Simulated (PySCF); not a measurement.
## Beryllium: a sound run and one with changed settings

Sound run: Be [He] 2s2, Be⁺ [He] 2s1. Calculation: PySCF 2.14, in cc-pVTZ (4s3p2d1f, 30 functions); the non-relativistic Hamiltonian (point nucleus). The sound run starts from symmetry-adapted Hartree-Fock orbitals and uses a fine grid where one is needed.

Changed run: initial guess sap, at most 50 SCF cycles, level shift 10.0 hartree.

| species | method | sound run (hartree) | changed run (hartree) | converged |
| --- | --- | --- | --- | --- |
| Be | UHF | -14.57287 | -14.57287 | no |
| Be | BP86 | -14.65832 | -14.65827 | no |
| Be | PBE | -14.62868 | -14.62862 | no |
| Be⁺ | UHF | -14.27724 | -14.27724 | no |
| Be⁺ | BP86 | -14.32360 | -14.32355 | no |
| Be⁺ | PBE | -14.29811 | -14.29803 | no |

A level shift slows the SCF but leaves a converged energy unchanged.
